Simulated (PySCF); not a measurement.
SiH₂Cl, optimised at PBE0/def2-TZVP:

```xyz
4

Si    -0.0372     0.0163    -0.0212
Cl    -0.0053     0.8036    -1.9174
H     -0.0588    -1.4673    -0.1252
H      1.1711     0.4877     0.7071
```

Computed with PySCF (xtb for GFN2) and rigid-rotor harmonic-oscillator thermochemistry at 1 bar. 6-31G* has spherical d functions here. Open shells (unrestricted): SiH₂Cl (multiplicity 2). GFN2 has no spin-polarisation term. B3LYP is the form with VWN-RPA correlation. SiH₂Cl: computed as isolated molecules; such fragments, hydroxides, amides, oligomers or adducts are transient or little studied in the gas.

Q: List the harmonic frequencies (cm⁻¹, unscaled) at this level and at the other levels, each on its own geometry.

A: 
- PBE0/def2-TZVP: 550, 646, 722, 912, 2190, 2228
- B3LYP/6-31G*: 528, 649, 731, 925, 2199, 2243
- GFN2-xTB: 503, 509, 566, 723, 2336, 2339
- HF/6-31G*: 562, 705, 819, 1007, 2381, 2405
- PBE/def2-SVP: 533, 624, 693, 881, 2108, 2152
